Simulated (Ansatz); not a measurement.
All numbers were calculated with Ansatz.

Basis-set series for `N=CC(F)F`. The species carries charge 0 and has multiplicity 1. The structure was optimised at the PBE0-D4/def2-TZVP level. It is one conformer, not always the lowest.

```
functional       basis  functions  energy (Eh)  HOMO (eV)  LUMO (eV)
   PBE0-D4  def2-TZVPP        197   -332.22848      -8.44      -1.12
   PBE0-D4  def2-QZVPP        375   -332.24599      -8.49      -1.19
   ωB97M-V  def2-TZVPP        197   -332.47470     -10.86       1.22
   ωB97M-V  def2-QZVPP        375   -332.49138     -10.91       1.11
```

Question: Give the rows for def2-SVP. (Estimate.)

Answer: The calculation gave: 
```csv
functional,basis,functions,energy (Eh),HOMO (eV),LUMO (eV)
PBE0-D4,def2-SVP,85,-331.83197,-8.21,-0.87
ωB97M-V,def2-SVP,85,-332.06695,-10.60,1.55
```

Positive LUMOs are unbound and depend on the basis.
